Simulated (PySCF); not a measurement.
phosphine cation (H₃P), SMILES P (connectivity only; charge and spin as stated), charge +1, multiplicity 2. Atoms are numbered in the order given.

```xyz
4

P      0.0000     0.0000     0.0622
H     -1.1826    -0.6828    -0.3109
H      0.0000     1.3655    -0.3109
H      1.1826    -0.6828    -0.3109
```
Charge +1, spin multiplicity 2.

Geometry: PBE-D3(BJ)/def2-TZVPD. The multiplicity is an assumed one; other spin states were not compared.

Two levels are set side by side: PBE/pcH-1 (PySCF) and PBE0/pcH-1 (PySCF). Contact hyperfine couplings, same geometry. Differences are taken from unrounded values.

```tsv
quantity	PBE0	PBE	PBE minus PBE0
A(iso) of 31P, atom P1 (MHz)	1059.2	962.6	-96.6
A(iso) of 1H, atom H2 (MHz)	-0.6	2.9	3.5
A(iso) of 1H, atom H3 (MHz)	-0.6	2.9	3.5
A(iso) of 1H, atom H4 (MHz)	-0.6	2.9	3.5
```

Rough cost on one machine, each run with all the roots and properties that it gave: PBE0 against PBE within a factor of 2.
